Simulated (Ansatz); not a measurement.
# CH6SSi: the cost of one run

The runs use Ansatz 0.2.0, Gaussian basis; PBE0-D4/def2-SVP.

16 further runs of the same task are left out: 16 set aside as unsound or not needed.

**1. The starting structure**

The first end: 9 atoms, charge 0, spin multiplicity 1.

Atoms are counted from 1 here; the program's logs count them from 0.

Bond lengths: Si1–H2 1.487 Å, Si1–S3 2.143 Å, Si1–H5 1.485 Å, Si1–C6 1.865 Å, S3–H4 1.344 Å, C6–H7 1.092 Å, C6–H8 1.094 Å, C6–H9 1.093 Å. Angles: H2–Si1–S3 110.1°, H2–Si1–H5 109.1°, H2–Si1–C6 109.9°, S3–Si1–H5 103.6°, S3–Si1–C6 112.6°, H5–Si1–C6 111.3°, Si1–S3–H4 94.8°, Si1–C6–H7 110.7°, Si1–C6–H8 110.3°, Si1–C6–H9 110.8°, H7–C6–H8 108.6°, H7–C6–H9 108.2°, H8–C6–H9 108.1°.

Coordinates:

```xyz
9

Si   -0.64819   -0.30567    0.34168
H    -0.37323   -0.91234    1.67144
S    -0.65139   -1.82134   -1.17285
H     0.61246   -2.21443   -0.94013
H    -2.03989    0.21225    0.32155
C     0.58403    1.05048   -0.00388
H     0.38464    1.51526   -0.97138
H     0.52906    1.82014    0.77108
H     1.60260    0.65565   -0.01742
```

The second end:

```mol
CH6SSi
  3D, bonds by distance, orders not assigned

  9  7  0  0  0  0  0  0  0  0999 V2000
   -0.6845   -0.1592   -0.7620 Si  0  0
    0.0477   -1.5827    2.0341 H   0  0
   -0.4437   -1.5445   -2.1020 S   0  0
    0.1112   -2.0185    1.4295 H   0  0
   -1.9531    0.0322   -0.0086 H   0  0
    0.5510    1.1167   -0.2357 C   0  0
    0.1596    2.1169   -0.4474 H   0  0
    0.7110    1.0553    0.8450 H   0  0
    1.5009    0.9838   -0.7527 H   0  0
  1  3  8  0
  1  5  8  0
  1  6  8  0
  2  4  8  0
  6  7  8  0
  6  8  8  0
  6  9  8  0
M  END
```

**2. The band at PBE0-D4/def2-SVP**

The input, neb/in.yaml:

```yaml
crystal:
  periodic: [false, false, false]
  atoms:
    - {symbol: Si, position_ang: [-0.648190, -0.305675, 0.341684]}
    - {symbol: H, position_ang: [-0.373226, -0.912337, 1.671441]}
    - {symbol: S, position_ang: [-0.651388, -1.821345, -1.172855]}
    - {symbol: H, position_ang: [0.612460, -2.214429, -0.940126]}
    - {symbol: H, position_ang: [-2.039893, 0.212252, 0.321555]}
    - {symbol: C, position_ang: [0.584028, 1.050479, -0.003879]}
    - {symbol: H, position_ang: [0.384642, 1.515264, -0.971378]}
    - {symbol: H, position_ang: [0.529064, 1.820144, 0.771078]}
    - {symbol: H, position_ang: [1.602603, 0.655648, -0.017420]}
basis:
  gaussian: {orbitals: def2-SVP}
hamiltonian: {xc: pbe0, dispersion: d4}
neb:
  images: 5
  climbing: true
  max_iterations: 40
  initial_path: idpp
  final_atoms:
    - {symbol: Si, position_ang: [-0.684500, -0.159189, -0.761994]}
    - {symbol: H, position_ang: [0.047667, -1.582685, 2.034083]}
    - {symbol: S, position_ang: [-0.443680, -1.544467, -2.102038]}
    - {symbol: H, position_ang: [0.111215, -2.018529, 1.429492]}
    - {symbol: H, position_ang: [-1.953077, 0.032159, -0.008590]}
    - {symbol: C, position_ang: [0.550975, 1.116749, -0.235748]}
    - {symbol: H, position_ang: [0.159603, 2.116877, -0.447449]}
    - {symbol: H, position_ang: [0.710980, 1.055270, 0.845031]}
    - {symbol: H, position_ang: [1.500918, 0.983817, -0.752689]}
```

Launch:

```bash
$ ansatz run in.yaml --threads 2 --pin off --events-out ev --progress --plain --max-ram 4352MiB
```

**Question.** How long does this run take on 2 threads of Arm Neoverse V2, shared host?

About 1.8 min.
